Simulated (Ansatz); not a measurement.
The reference is Ge in the diamond structure (space group Fd-3m, No. 227; a = 5.674 Å).

All numbers come from DFT with r2SCAN, PAW potentials and a 500 eV plane-wave cutoff in Ansatz (a first-principles code), without spin-orbit coupling.

| level | band gap | lattice parameter a |
|---|---|---|
| r2SCAN | 0.36 eV | 5.674 Å |

Measured: band gap 0.792 eV (static lattice; corrected from measurement; as listed in Anna Miglio et al., npj Computational Materials (2020)); lattice parameter a 5.644 Å (static lattice; corrected from measurement; as listed in Daniel Mejia-Rodriguez, S. B. Trickey, Phys. Rev. B (2018)).

Computed minus measured — band gap: r2SCAN -0.43 eV; lattice parameter a: r2SCAN +0.5 %. A measured gap can be an optical one, lowered by exciton binding. Levels without spin-orbit coupling miss its lowering of the gap, often about a third of the valence-band splitting.

No phonon test of stability was made. The real Ge has an indirect gap at ambient pressure; r2SCAN orders its close-lying valleys differently.
